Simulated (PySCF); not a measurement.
Species: C3H4FN.
SMILES with atom numbers: `[F:1][CH2:2][C@H:3]1[CH:4]=[N:5]1` (hydrogens: H6, H7 on C2; H8 on C3; H9 on C4)

The same species was optimised twice, with GFN2-xTB and with PBE0-D3(BJ)/def2-SVP (PySCF), and the same property calculations (PySCF, gas phase) were run on both structures.

| coordinate | GFN2-xTB | PBE0-D3(BJ)/def2-SVP | change |
| --- | --- | --- | --- |
| C4–H9 (Å) | 1.062 | 1.092 | +0.030 |
| C3–N5 (Å) | 1.498 | 1.522 | +0.024 |
| C3–H8 (Å) | 1.084 | 1.099 | +0.015 |
| C2–H7 (Å) | 1.094 | 1.103 | +0.009 |
| C3–C4 (Å) | 1.456 | 1.447 | -0.009 |
| C2–H6 (Å) | 1.095 | 1.103 | +0.008 |
| C2–C3 (Å) | 1.507 | 1.500 | -0.007 |
| F1–C2 (Å) | 1.380 | 1.375 | -0.005 |
| C4=N5 (Å) | 1.250 | 1.251 | +0.001 |
| N5–C4–H9 (°) | 145.4 | 139.6 | -5.8 |
| C3–C4–H9 (°) | 147.9 | 152.2 | +4.3 |
| F1–C2–H6 (°) | 106.8 | 109.0 | +2.2 |
| F1–C2–H7 (°) | 106.5 | 108.2 | +1.7 |
| C3–C2–H6 (°) | 111.2 | 109.5 | -1.7 |
| H6–C2–H7 (°) | 110.3 | 108.6 | -1.7 |
| C3–C4–N5 (°) | 66.7 | 68.2 | +1.5 |
| C3–N5–C4 (°) | 63.2 | 62.0 | -1.2 |
| F1–C2–C3–C4 (°) | 81 | 80 | -1 |

Rotational constants: A = 16150, B = 3364, C = 3073 MHz (GFN2-xTB) against A = 16105, B = 3348, C = 3059 MHz (PBE0-D3(BJ)/def2-SVP). Point groups within 0.08 Å: C1 and C1.

On the GFN2-xTB structure: HOMO (eV) -8.05 [PBE0/pcSseg-1]; LUMO (eV) -0.90 [PBE0/pcSseg-1]; dipole (D) 0.95 [PBE0/pcSseg-1]; GIAO shielding of F1 (ppm) 427.7 [PBE0/pcSseg-1]; GIAO shielding of C2 (ppm) 92.9 [PBE0/pcSseg-1]; GIAO shielding of C3 (ppm) 160.6 [PBE0/pcSseg-1]; GIAO shielding of C4 (ppm) 6.3 [PBE0/pcSseg-1]; GIAO shielding of N5 (ppm) -84.2 [PBE0/pcSseg-1].

Q: What do these properties become on the PBE0-D3(BJ)/def2-SVP structure?

A: 
```
                                    property          level  on GFN2-xTB  on PBE0-D3(BJ)/def2-SVP  change
                                   HOMO (eV)  PBE0/pcSseg-1        -8.05                    -8.19   -0.14
                                   LUMO (eV)  PBE0/pcSseg-1        -0.90                    -0.84   +0.06
                                  dipole (D)  PBE0/pcSseg-1         0.95                     0.90   -0.05
energy, GFN2-xTB geometry as zero (kcal/mol)  PBE0/pcSseg-1          0.0                     -1.0    -1.0
                  GIAO shielding of F1 (ppm)  PBE0/pcSseg-1        427.7                    426.6    -1.1
                  GIAO shielding of C2 (ppm)  PBE0/pcSseg-1         92.9                     92.8    -0.1
                  GIAO shielding of C3 (ppm)  PBE0/pcSseg-1        160.6                    158.1    -2.5
                  GIAO shielding of C4 (ppm)  PBE0/pcSseg-1          6.3                      6.0    -0.3
                  GIAO shielding of N5 (ppm)  PBE0/pcSseg-1        -84.2                    -88.9    -4.7
```

The heavy atoms differ by 0.015 Å rms after alignment. Among all bonds C4–H9 changes most (+0.030 Å). Changes are differences of the printed values. Neither structure is proved a minimum here.

The values belong to the conformer `[F:1][CH2:2][C@H:3]1[CH:4]=[N:5]1`: F1–C2–C3–C4 80°.
